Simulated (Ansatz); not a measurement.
Reading a saddle point

A first-order saddle point of BNH8O, closed shell, PBE0-D4/def2-TZVP, with one imaginary mode of 656i cm⁻¹:

```csv
atom,x (Å),y (Å),z (Å)
B1,-0.8972,-0.8470,-0.3372
H2,-0.6836,0.2814,-1.0458
H3,-0.0684,-1.6175,-0.7807
H4,-2.0392,-1.0635,-0.6788
H5,0.8950,0.4381,0.9136
O6,-0.6910,-0.5934,1.0879
H7,0.2363,0.5628,-0.6420
N8,1.2539,0.8820,0.0570
H9,-1.5125,-0.3382,1.5063
H10,1.4107,1.8729,0.1835
H11,2.0960,0.4223,-0.2638
```

Ansatz 0.2.0; basis: def2-TZVPP and def2-QZVPP; cores frozen in the correlated methods. Extrapolation: Hartree–Fock as exp(−7.88 √X), correlation as X^−2.97.

Question: Which contacts change along the imaginary mode, and what lies on either side? (A judgement: the text doesn't fix the answer.)

Answer: The calculation gives: The step is BH₃ + H₂O + NH₃ → BH₃O ([BH2][OH]) + NH₃ + H₂, with the molecules in contact on both sides. Shortening one way: B1–O6, H2–H7, H5–N8; lengthening the same way: B1–H2, H5–O6, H7–N8.
```json
{"pair": "B1–O6", "one side (Å)": "1.62", "saddle (Å)": "1.46", "other side (Å)": "1.35"}
{"pair": "H2–H7", "one side (Å)": "2.64", "saddle (Å)": "1.04", "other side (Å)": "0.75"}
{"pair": "H5–N8", "one side (Å)": "1.62", "saddle (Å)": "1.03", "other side (Å)": "1.01"}
{"pair": "B1–H2", "one side (Å)": "1.22", "saddle (Å)": "1.35", "other side (Å)": "3.08"}
{"pair": "H5–O6", "one side (Å)": "1.02", "saddle (Å)": "1.90", "other side (Å)": "2.34"}
{"pair": "H7–N8", "one side (Å)": "1.02", "saddle (Å)": "1.28", "other side (Å)": "2.57"}
```

Question: Which side is lower, and how far does the saddle lie above each? (An estimate is asked for; the value comes from the calculation.)

Answer: Computed: The side with B1–O6, H2–H7, H5–N8 short is lower by 17.5 kJ/mol; the saddle lies 83.0 kJ/mol above it and 65.5 kJ/mol above the other (CCSD(T) at an estimated basis limit (MP2 extrapolated from triple and quadruple zeta, plus CCSD(T) − MP2 in triple zeta); electronic energies).

The T1 diagnostic stays at or below 0.012.

The step is the kind of ligand exchange by which a precursor binds to a hydroxyl group, or is hydrolysed, in atomic layer deposition of oxides.

Labels in which every atom is bracketed show which atoms are joined, not bond orders.

For scale, one of the runs: CCSD(T)/def2-TZVPP, 205 basis functions (an equivalent command: `ansatz run in.yaml --threads 2`). Time: 41 s of wall clock on 2 CPU threads; the host was shared. Peak host memory: 3 GiB.
